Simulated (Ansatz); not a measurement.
## One structure, 3 elements: CsV3, CsNb3, CsTa3

Plane-wave DFT in Ansatz with scalar-relativistic PAW potentials, cutoff 420 eV, Γ-centred meshes chosen by cell and gap, Gaussian smearing with energies taken to zero width. Every cell was relaxed (cell and atoms) in a run of its own, within the symmetry of its start. Functional: PBE.

All members share space group Pm-3m and the same sites; only the element on one set of sites changes (V, Nb, Ta). Members needn't be the stable form of their composition. Energies over the elements, where given, are against the elements' standard states in the same functional (H₂, N₂, O₂ and halogens uncorrected, Hg as a solid). The first member:

Space group Pm-3m (No. 221). a = 4.120 Å, b = 4.120 Å, c = 4.120 Å, α = 90.00°, β = 90.00°, γ = 90.00°
| atom | site | symmetry | x | y | z |
| --- | --- | --- | --- | --- | --- |
| Cs | 1a | m-3m | 0.0000 | 0.0000 | 0.0000 |
| V | 3c | 4/mm.m | 0.0000 | 0.5000 | 0.5000 |

```csv
compound,V (Å³/atom),a (Å),energy over elements (eV/atom)
CsV3,17.49,4.120,1.895
CsTa3,21.38,4.406,1.891
```

Question: Predict the member with Nb.

Answer: V (Å³/atom) 21.32, a (Å) 4.402, energy over elements (eV/atom) 1.729. Interpolating linearly in period between V and Ta would give 19.44 Å³/atom (8.8 % too small), with 1.893 eV/atom over the elements. Over the whole series the volume grows at each step down the group; all are metallic on the mesh; none is bound against its elements in this structure, and Nb comes closest. Ta is hardly larger than Nb here (21.38 against 21.32 Å³/atom), as one expects from the lanthanide contraction and relativistic shrinking of 6s.

Spin-orbit coupling is left out, which matters for the bands of heavy elements.